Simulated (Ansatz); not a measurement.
**BPH3 (doublet): the correlation ladder at a displaced geometry (v1), cc-pVDZ**

How much of the correlation energy of BPH3 (doublet) does each wave-function method recover here?

Program: Ansatz 0.2.0, Gaussian basis. Level of theory: cc-pVDZ, correlated electrons: outside noble gas. These are calculated values, not measurements.

The runs, in order: UHF; CCSD(T) on ROHF; CCSD(T) on UHF; BCCD(T) on ROHF; CISD; CCSDT(Q) on ROHF; CCSDT(Q) on UHF.

## 1. What is computed

The geometry is a PBE0/def2-TZVP stationary point (not a proven minimum) with its atoms shifted at random (size 0.040 Å).

5 atoms, charge 0, spin multiplicity 2.

Atoms are counted from 1 here; the program's logs count them from 0.

Bond lengths: B1–P2 1.890 Å, B1–H3 1.197 Å, B1–H4 1.186 Å, P2–H5 1.415 Å. Angles: P2–B1–H3 117.4°, P2–B1–H4 119.1°, H3–B1–H4 123.2°, B1–P2–H5 98.3°.

In the tables R marks a restricted open-shell determinant and U an unrestricted one; correlation energies count from the lowest restricted Hartree-Fock solution.

## 2. UHF

The input, in.yaml:

```yaml
crystal:
  periodic: [false, false, false]
  atoms:
    - {symbol: B, position_ang: [0.031734, 0.060887, 1.326501]}
    - {symbol: P, position_ang: [-0.024123, -0.067994, -0.557825]}
    - {symbol: H, position_ang: [-0.292006, 1.103750, 1.816612]}
    - {symbol: H, position_ang: [0.276573, -0.908465, 1.963821]}
    - {symbol: H, position_ang: [0.416348, 1.241097, -0.866449]}
basis:
  gaussian: {orbitals: cc-pVDZ}
magnetization: {spin_polarized: true, initial_magnetization: 1}
hamiltonian: {xc: hf}
output: {orbitals: {seedname: orbitals}}
```

Run with:

```sh
> ansatz run in.yaml --threads 1 --pin off --events-out ev --progress --plain --max-ram 2393MiB
```

After this run come: CCSD(T) on ROHF; CCSD(T) on UHF; BCCD(T) on ROHF; CISD; CCSDT(Q) on ROHF; CCSDT(Q) on UHF.

Q: Predict the results of all the runs planned. Wanted: correlation energy, UCCSDT(Q); RMP2 from UCCSDT(Q); UMP2 from UCCSDT(Q); RCCSD from UCCSDT(Q); RCCSD(T) from UCCSDT(Q); UCCSD(T) from UCCSDT(Q); RCCSDT(Q) from UCCSDT(Q); T1 diagnostic.

The runs gave:

| quantity | value |
| --- | --- |
| correlation energy, UCCSDT(Q) | -6.3896 eV |
| RMP2 from UCCSDT(Q) | +28.98 kcal/mol |
| UMP2 from UCCSDT(Q) | +29.38 kcal/mol |
| RCCSD from UCCSDT(Q) | +4.77 kcal/mol |
| RCCSD(T) from UCCSDT(Q) | +0.90 kcal/mol |
| UCCSD(T) from UCCSDT(Q) | +0.91 kcal/mol |
| RCCSDT(Q) from UCCSDT(Q) | +0.02 kcal/mol |
| levels within 1 kcal/mol (43 meV) | RCCSD(T), UCCSD(T), BCCD(T), RCCSDT, UCCSDT, RCCSDT(Q) |
| T1 diagnostic | 0.022 |

**Reading.** RCCSD(T) lands +0.90 kcal/mol from the yardstick (0.6 % of the correlation energy). These misses are within one basis and frozen core, not against nature; frozen cores of the runs differ by up to some meV.
